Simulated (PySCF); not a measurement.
Compound: C6H9 (charge +1).
Structure used (GFN2-xTB), in Å, numbered top down from 1:
```
atom  x, y, z in Å
C1    -2.2470    0.0570    0.6761
C2    -0.7280    0.0424    0.7876
C3    -0.0925   -0.0209   -0.6064
C4     1.3330   -0.0421   -0.6265
C5     2.5534   -0.0358    0.0541
C6     2.5520   -0.0826   -1.3069
H7    -2.6101   -0.8422    0.1848
H8    -2.5873    0.9220    0.1127
H9    -2.6908    0.1028    1.6657
H10   -0.4128   -0.8222    1.3729
H11   -0.3904    0.9427    1.3026
H12   -0.4537   -0.9029   -1.1576
H13   -0.4312    0.8236   -1.2264
H14    3.1029   -0.0127    0.9698
H15    3.0981   -0.1212   -2.2243
```

The closed-shell SCF was solved with PySCF and density fitting under several settings on one GFN2-xTB geometry (grid level 2 and gas phase unless stated).

```json
{"settings": "PBE0/pcSseg-1", "basis functions": "147", "SCF cycles": "13", "E (Eh)": "-233.3817", "HOMO (eV)": "-13.58", "LUMO (eV)": "-7.02"}
{"settings": "PBE0/def2-SVPD", "basis functions": "192", "SCF cycles": "13", "E (Eh)": "-233.2579", "HOMO (eV)": "-13.56", "LUMO (eV)": "-7.00"}
{"settings": "BLYP/MINI", "basis functions": "39", "SCF cycles": "12", "E (Eh)": "-231.4473", "HOMO (eV)": "-14.23", "LUMO (eV)": "-11.29"}
{"settings": "PBE0/cc-pVDZ, IEF-PCM chloroform, start guess huckel", "basis functions": "129", "SCF cycles": "11", "E (Eh)": "-233.5005", "HOMO (eV)": "-10.39", "LUMO (eV)": "-3.01"}
```

Problem. Estimate the rows for these settings: (1) PBE0/6-311+G(2d,p), grid level 3; (2) LDA/6-31G*.

Solution. 
| settings | basis functions | SCF cycles | E (Eh) | HOMO (eV) | LUMO (eV) |
| --- | --- | --- | --- | --- | --- |
| PBE0/6-311+G(2d,p), grid level 3 | 216 | 13 | -233.4767 | -13.56 | -6.94 |
| LDA/6-31G* | 102 | 14 | -231.4810 | -12.00 | -8.20 |

Problem. Over all rows, what range does the HOMO–LUMO gap span?

Solution. From 2.94 eV (BLYP/MINI) to 7.38 eV (PBE0/cc-pVDZ, IEF-PCM chloroform, start guess huckel). The functional of the narrowest has no exact exchange, that of the widest 25 % exact exchange.

Problem. Compare two rows with the functional PBE0: PBE0/pcSseg-1 and PBE0/def2-SVPD. Which energy is lower, and by how much?

Solution. PBE0/pcSseg-1 (147 functions) lies 0.1238 Eh or 78 kcal/mol below PBE0/def2-SVPD (192 functions). The smaller set gives the lower energy; the two sets aren't nested, so the variational bound doesn't order them by size.

Cycle counts include a coarse-grid stage where the run had one. All basis functions are spherical, in the Pople sets too. Geometry: GFN2-xTB, one conformer.
